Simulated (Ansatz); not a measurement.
**Cost against result**

Saddle point of C2H6Cl, doublet (C₂H₅Cl (CCCl) + H → C₂H₅ ([CH2][CH3]) + HCl; bonds formed: Cl1–H4; bonds broken: Cl1–C2), PBE0-D4/def2-TZVP structure:

```
9
angstrom
Cl -1.5388 -0.0191 -0.8338
C 0.2601 0.5088 -0.3845
C 0.7523 -0.3249 0.7562
H -3.0980 -0.4875 -1.2168
H 0.1564 1.5670 -0.1568
H 0.8002 0.3602 -1.3165
H 1.7749 -0.0273 1.0144
H 0.1285 -0.1927 1.6415
H 0.7644 -1.3844 0.4963
```

Barriers are electronic and count from the start structure reached by relaxing down the imaginary mode. Spin–orbit coupling is left out.

Computed with Ansatz 0.2.0 (basis: as named in each row); correlated methods freeze the cores; orbitals are unrestricted. B3LYP uses VWN-RPA correlation. Extrapolation: Hartree–Fock as exp(−7.88 √X), correlation as X^−2.97.

Times are rough, for one single point on 4 threads of a shared host (Arm Neoverse V2).

The estimate by CCSD(T) at an estimated basis limit (MP2 extrapolated from triple and quadruple zeta, plus CCSD(T) − MP2 in triple zeta) is 9.50 kcal/mol.

```json
{"method": "HF", "basis": "STO-3G", "time (s)": "under 1", "barrier (kcal/mol)": "24.51", "method less estimate": "15.00"}
{"method": "PBE-D4", "basis": "STO-3G", "time (s)": "under 1", "barrier (kcal/mol)": "4.22", "method less estimate": "-5.29"}
{"method": "SPW92", "basis": "def2-SVP", "time (s)": "under 1", "barrier (kcal/mol)": "-0.45", "method less estimate": "-9.96"}
{"method": "B3LYP-D4", "basis": "6-31G", "time (s)": "under 1", "barrier (kcal/mol)": "5.73", "method less estimate": "-3.77"}
{"method": "PBE-D4", "basis": "def2-SVP", "time (s)": "under 1", "barrier (kcal/mol)": "4.84", "method less estimate": "-4.67"}
{"method": "SPW92", "basis": "def2-TZVPP", "time (s)": "under 1", "barrier (kcal/mol)": "-1.94", "method less estimate": "-11.45"}
{"method": "PBE0-D4", "basis": "def2-SVP", "time (s)": "under 1", "barrier (kcal/mol)": "8.20", "method less estimate": "-1.30"}
{"method": "PBE-D4", "basis": "def2-TZVPP", "time (s)": "2", "barrier (kcal/mol)": "3.46", "method less estimate": "-6.05"}
{"method": "BLYP-D4", "basis": "def2-TZVPP", "time (s)": "2", "barrier (kcal/mol)": "2.25", "method less estimate": "-7.25"}
{"method": "B3LYP-D4", "basis": "def2-TZVPP", "time (s)": "2", "barrier (kcal/mol)": "4.92", "method less estimate": "-4.58"}
{"method": "PBE0-D4", "basis": "def2-TZVPP", "time (s)": "2", "barrier (kcal/mol)": "6.87", "method less estimate": "-2.64"}
{"method": "BHLYP-D4", "basis": "def2-TZVPP", "time (s)": "2", "barrier (kcal/mol)": "8.76", "method less estimate": "-0.74"}
{"method": "CAM-B3LYP-D4", "basis": "def2-TZVPP", "time (s)": "3", "barrier (kcal/mol)": "7.30", "method less estimate": "-2.20"}
{"method": "CCSD(T)", "basis": "def2-SVP", "time (s)": "3", "barrier (kcal/mol)": "14.48", "method less estimate": "4.98"}
{"method": "PBE-QIDH", "basis": "def2-TZVPP", "time (s)": "3", "barrier (kcal/mol)": "10.86", "method less estimate": "1.36"}
{"method": "RPA on PBE", "basis": "def2-TZVPP", "time (s)": "3", "barrier (kcal/mol)": "10.79", "method less estimate": "1.29"}
{"method": "B2PLYP", "basis": "def2-TZVPP", "time (s)": "3", "barrier (kcal/mol)": "8.15", "method less estimate": "-1.35"}
{"method": "wB97M-V", "basis": "def2-SVP", "time (s)": "3", "barrier (kcal/mol)": "11.30", "method less estimate": "1.80"}
{"method": "r2SCAN-D4", "basis": "def2-TZVPP", "time (s)": "3", "barrier (kcal/mol)": "2.42", "method less estimate": "-7.08"}
{"method": "r2SCAN0-D4", "basis": "def2-TZVPP", "time (s)": "4", "barrier (kcal/mol)": "4.70", "method less estimate": "-4.81"}
{"method": "wB97X-V", "basis": "def2-TZVPP", "time (s)": "6", "barrier (kcal/mol)": "11.39", "method less estimate": "1.89"}
{"method": "B97M-V", "basis": "def2-TZVPP", "time (s)": "6", "barrier (kcal/mol)": "7.44", "method less estimate": "-2.07"}
{"method": "wB97M-V", "basis": "def2-TZVPP", "time (s)": "7", "barrier (kcal/mol)": "10.65", "method less estimate": "1.15"}
{"method": "MP2", "basis": "def2-QZVPP", "time (s)": "11", "barrier (kcal/mol)": "14.08", "method less estimate": "4.58"}
{"method": "CCSD(T)", "basis": "def2-TZVPP", "time (s)": "88", "barrier (kcal/mol)": "10.52", "method less estimate": "1.01"}
```

All methods are single points on the PBE0-D4 structures; a negative value means that the method puts the saddle structure below the start.

No T1 diagnostic of these runs exceeds 0.016. ⟨S²⟩ of the unrestricted Hartree–Fock references: 0.75 to 0.82 (a pure state has 0.75). The unrestricted reference is spin-contaminated, which hurts MP2 most.

Labels in which every atom is bracketed show which atoms are joined, not bond orders.
